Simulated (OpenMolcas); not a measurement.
**NH3 (ammonia): levels of theory compared**

Wanted: a comparison of 6 runs (HF/STO-3G, UHF/STO-3G, B2PLYP/STO-3G, M06-2X/STO-3G, PBE/STO-3G, MP2/STO-3G) of NH3 (ammonia). 

The results are computed with OpenMolcas 26.06.

## (1) Starting point

NH3 has 4 atoms, charge 0, and is taken as a singlet. As SMILES, `N`. The N1–H3 distance was set to 2.531 Å, away from the relaxed value. At this shape a bond of the SMILES string is far longer than usual.

Bond lengths: N1–H2 1.013 Å, N1–H4 1.013 Å. Angles: H2–N1–H4 107.7°.

## (2) A single-point energy at HF/STO-3G (run 1)

File mol.xyz:

```xyz
4

N      1.167572     1.058026     0.447684
H      1.727662     0.514726     1.093004
H     -0.891960    -0.300620    -0.118350
H      1.703922     1.173446    -0.403466
```

File calc.input:

```
&GATEWAY
BASLIB=$CurrDir
COORD=mol.xyz
BASIS=STO-3G
GROUP=NoSym
&SEWARD
&SCF
THRESHOLDS=1e-10 1e-07 1e-07 1e-05
PRORBITALS=1 1
```

The basis set STO-3G is read from a file made from the Basis Set Exchange's data (not shown).

On the command line:

```sh
export MOLCAS_MEM=1860
pymolcas calc.input > calc.log
```

The log of the run:

```text
--- Start Module: gateway ---
[...]
--- Stop Module: gateway /rc=_RC_ALL_IS_WELL_ ---
--- Start Module: seward ---
[...]
      Basis functions            8
--- Stop Module: seward /rc=_RC_ALL_IS_WELL_ ---
--- Start Module: scf ---
[...]
       Convergence after  12 Iterations
[...]
::    Total SCF energy                                -55.0773718763
[...]
      Total spin, S                                     0.0000000000
[...]
      Total electronic charge=   10.000000
      Total            charge=   -0.000000
[...]
      Dipole Moment (debye):
      Origin of the operator (angstrom)=    1.1106    0.9523    0.4020
                   X=  1.4606E+00               Y= -9.3342E-01               Z= -4.3408E-01           Total=  1.7869E+00
      Quadrupole Moment (debye*angstrom):
[...]
--- Stop Module: scf /rc=_RC_ALL_IS_WELL_ ---
[...]
```

Run time: 1.7 s. Hardware: 1 thread of Arm Neoverse V1, shared host; peak memory 0.37 GiB.

## (3) A single-point energy at UHF/STO-3G (run 2)

mol.xyz is that of step 2.

File calc.input:

```
>>> EXPORT MOLCAS_PRINT=2

&GATEWAY
 BasLib
 $CurrDir
 Coord
 mol.xyz
 Basis
 STO-3G
 Group
 NoSym

&SEWARD

&SCF
 UHF
 Thresholds
 1e-10 1e-07 1e-07 1e-05
 Scramble
 0.25
 PrOrbitals
 1 1
```

The basis set STO-3G is read from a file made from the Basis Set Exchange's data (not shown).

On the command line:

```sh
export MOLCAS_MEM=1860
pymolcas calc.input > calc.log
```

The log of the run:

```text
--- Start Module: gateway ---
[...]
--- Stop Module: gateway /rc=_RC_ALL_IS_WELL_ ---
--- Start Module: seward ---
[...]
      Basis functions            8
--- Stop Module: seward /rc=_RC_ALL_IS_WELL_ ---
--- Start Module: scf ---
[...]
       Convergence after  17 Iterations
[...]
::    Total SCF energy                                -55.3008609863
[...]
      Total spin, S                                     0.6167948566
[...]
      Total electronic charge=   10.000000
      Total            charge=   -0.000000
[...]
      Dipole Moment (debye):
      Origin of the operator (angstrom)=    1.1106    0.9523    0.4020
                   X=  1.6604E+00               Y= -6.5027E-01               Z= -3.1259E-01           Total=  1.8103E+00
      Quadrupole Moment (debye*angstrom):
[...]
--- Stop Module: scf /rc=_RC_ALL_IS_WELL_ ---
[...]
```

It took 2.1 s on 1 thread of Arm Neoverse V1, shared host; peak memory 0.37 GiB.

Runs 3 to 5 aren't shown in full; the table further down has their settings and results.

## (4) The energy at MP2/STO-3G (run 6)

mol.xyz is that of step 3.

File calc.inp:

```
* H3N MP2

&GATEWAY
 BasLib=$CurrDir
 Coord=mol.xyz
 Basis=STO-3G
 Group=NoSym

&SEWARD

&SCF
 Thresholds=1e-10 1e-07 1e-07 1e-05
 PrOrbitals=1 1

&MBPT2
 Frozen=1
```

The basis set STO-3G is read from a file made from the Basis Set Exchange's data (not shown).

On the command line:

```sh
export MOLCAS_MEM=1860
pymolcas calc.inp > calc.log
```

The log of the run:

```text
--- Start Module: gateway ---
[...]
--- Stop Module: gateway /rc=_RC_ALL_IS_WELL_ ---
[...]
      Basis functions            8
[...]
--- Start Module: scf ---
[...]
       Convergence after  12 Iterations
[...]
::    Total SCF energy                                -55.0773718763
[...]
      Total spin, S                                     0.0000000000
[...]
      Total electronic charge=   10.000000
      Total            charge=   -0.000000
[...]
      Dipole Moment (debye):
      Origin of the operator (angstrom)=    1.1106    0.9523    0.4020
                   X=  1.4606E+00               Y= -9.3342E-01               Z= -4.3408E-01           Total=  1.7869E+00
      Quadrupole Moment (debye*angstrom):
[...]
--- Stop Module: scf /rc=_RC_ALL_IS_WELL_ ---
--- Start Module: mbpt2 ---
[...]
WARNING!
Default frozen orbitals as non valence orbitals is overwritten by user input.
Default values:   1
[...]
       Reference weight ( Cref**2 )         =        0.78982
::    Total MBPT2 energy                              -55.2633269262
[...]
      Total MBPT2 calculations                           0.03      0.03
--- Stop Module: mbpt2 /rc=_RC_ALL_IS_WELL_ ---
[...]
```

Wall time 1.7 s (1 thread of Arm Neoverse V1, shared host); peak memory 0.37 GiB.

## (5) All runs side by side

| run | level | scramble | frozen core orbitals | energy (Eh) | dipole moment (D) of the reference | HOMO energy (eV) | LUMO energy (eV) | wall time |
| --- | --- | --- | --- | --- | --- | --- | --- | --- |
| 1 | HF/STO-3G | – | – | -55.077372 | 1.79 | -5.62 | 1.93 | 1.7 s |
| 2 | UHF/STO-3G | 0.25 | – | -55.300861 | 1.81 | -9.84 | 8.79 | 2.1 s |
| 3 | B2PLYP/STO-3G | – | 1 | -55.436650 | 1.77 | -4.73 | -0.23 | 3.6 s |
| 4 | M06-2X/STO-3G | – | – | -55.473084 | 1.73 | -4.93 | -0.49 | 3.9 s |
| 5 | PBE/STO-3G | – | – | -55.464201 | 1.73 | -2.96 | -2.21 | 4.5 s |
| 6 | MP2/STO-3G | – | 1 | -55.263327 | 1.79 | -5.62 | 1.93 | 1.7 s |

## (6) What came out

```
                                         quantity         value
                              run 6: total energy  -55.26333 Eh
        run 6: dipole moment (mean-field density)        1.79 D
       run 6: HOMO energy (Hartree–Fock orbitals)      -5.62 eV
       run 6: LUMO energy (Hartree–Fock orbitals)       1.93 eV
     run 6: HOMO–LUMO gap (Hartree–Fock orbitals)       7.55 eV
run 6: correlation energy (1 core orbital frozen)    -186.0 mEh
```

In words: Over runs 1, 2, 3, 4, 5 the dipole moment (its size) runs from 1.73 D (PBE/STO-3G) to 1.81 D (UHF/STO-3G). Over runs 1, 2, 3, 4, 5 the HOMO–LUMO gap runs from 0.76 eV (PBE/STO-3G) to 18.63 eV (UHF/STO-3G). For B2PLYP the log adds the whole second-order term; the table takes 0.27 of it, as the functional is defined. Totals of different functionals can't be ranked against each other. In runs 1, 2, 3, 4, 5, 6 the basis is minimal, so the values are rough. In runs 1, 3, 4, 5, 6 a closed-shell determinant meets a far-stretched bond, which it describes badly. Spin contamination of the reference: run 2 ⟨S²⟩ = 1.00. Where it is this large, the reference is a mixture of spin states, and values that rest on it are in doubt. All runs together took 17 s, the longest 4.5 s.
